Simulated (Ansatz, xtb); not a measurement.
**C6H14: which of two isomers lies lower**

Structure X is `CCCCCC`, a singlet and structure Y is `CCC(C)(C)C`, a singlet. Both are isolated molecules in the gas phase, relaxed with B3LYP/def2-SVP; the shapes shown needn't be the lowest conformers.

X (Å):

```
atom    x (Å)    y (Å)    z (Å)
   C  -1.1629   3.2034  -0.5736
   C  -0.9819   2.1415   0.5120
   C   0.1753   1.1749   0.2391
   C   0.3562   0.1100   1.3264
   C   1.5454  -0.8393   1.1183
   C   1.4324  -1.7560  -0.1027
   H  -0.2568   3.8230  -0.6839
   H  -1.3668   2.7431  -1.5552
   H  -2.0016   3.8802  -0.3438
   H  -1.9180   1.5638   0.6222
   H  -0.8199   2.6352   1.4878
   H   1.1141   1.7516   0.1357
   H   0.0119   0.6904  -0.7404
   H   0.4751   0.6172   2.3010
   H  -0.5729  -0.4850   1.4111
   H   2.4747  -0.2445   1.0466
   H   1.6592  -1.4622   2.0230
   H   1.3998  -1.1878  -1.0462
   H   0.5179  -2.3718  -0.0560
   H   2.2913  -2.4435  -0.1659
```

Y (Å):

```xyz
20

C    -0.8114    0.2618   -1.9688
C    -1.3626    0.1735   -0.5433
C    -0.3312    0.0520    0.6108
C    -1.1104   -0.0223    1.9379
C     0.5975    1.2808    0.6468
C     0.5141   -1.2269    0.4574
H    -0.2254   -0.6295   -2.2440
H    -0.1647    1.1423   -2.1108
H    -1.6356    0.3447   -2.6955
H    -1.9883    1.0633   -0.3476
H    -2.0477   -0.6914   -0.4793
H    -1.7263    0.8796    2.0903
H    -0.4260   -0.1097    2.7979
H    -1.7848   -0.8945    1.9566
H     1.2858    1.2259    1.5063
H     0.0195    2.2154    0.7417
H     1.2145    1.3579   -0.2623
H    -0.1249   -2.1248    0.4131
H     1.1996   -1.3476    1.3124
H     1.1298   -1.2071   -0.4556
```

Quicker runs give these differences E(Y) − E(X): GFN2-xTB −0.119 eV; HF/STO-3G +0.060 eV (at GFN2-xTB geometries); r2SCAN-D4/def2-SVP −0.110 eV (at GFN2-xTB geometries).

Question: Estimate which is lower in electronic energy at CCSD(T)/def2-SVP + ΔMP2/def2-TZVPP, and by roughly how much.

Answer: The CCSD(T)/def2-SVP + ΔMP2/def2-TZVPP calculation puts structure Y lower, by 0.165 eV.

The same difference at several levels:

| level | geometry | E(Y) − E(X) (eV) | departure from the last row (eV) | job, with rough time for the two |
| --- | --- | --- | --- | --- |
| GFN2-xTB | GFN2-xTB | −0.119 | +0.046 | optimisation, 0.24 s |
| HF/STO-3G | GFN2-xTB | +0.060 | +0.225 | single point, 0.98 s |
| r2SCAN-D4/def2-SVP | GFN2-xTB | −0.110 | +0.055 | single point, 7.2 s |
| B3LYP/def2-SVP | B3LYP/def2-SVP | +0.030 | +0.195 | optimisation, 75 s |
| HF/def2-SVP | B3LYP/def2-SVP | +0.044 | +0.209 | part of the CCSD(T) run |
| MP2/def2-SVP | B3LYP/def2-SVP | −0.173 | −0.008 | part of the CCSD(T) run |
| CCSD(T)/def2-SVP | B3LYP/def2-SVP | −0.140 | +0.025 | single point |
| CCSD(T)/def2-SVP + ΔMP2/def2-TZVPP | B3LYP/def2-SVP | −0.165 |  | single point, 2.6 min |

As drawn, both hold the same kinds of bond in the same numbers. Structure X has 2 methyl groups, Y 4.

HF/STO-3G, B3LYP/def2-SVP, HF/def2-SVP put the two in the other order. The largest departure from CCSD(T)/def2-SVP + ΔMP2/def2-TZVPP is that of HF/STO-3G, 0.225 eV. The last row adds to CCSD(T) the change of the MP2 difference between the two basis sets, here −0.025 eV.

With thermal terms from frequencies at re-optimised GFN2-xTB minima (ideal gas, soft modes damped towards free rotors, one conformer each, 298.15 K, 1 atm): on the last row, ΔE + ΔZPE = −0.189, ΔH = −0.188, ΔG = −0.158 eV.

The correlated steps freeze 6 core orbitals. Run with Ansatz 0.2.0, xtb 6.7.1; the last row on 2 threads of Intel(R) Xeon(R) Platinum 8259CL CPU @ 2.50GHz (Skylake/Cascade Lake) on a shared host.
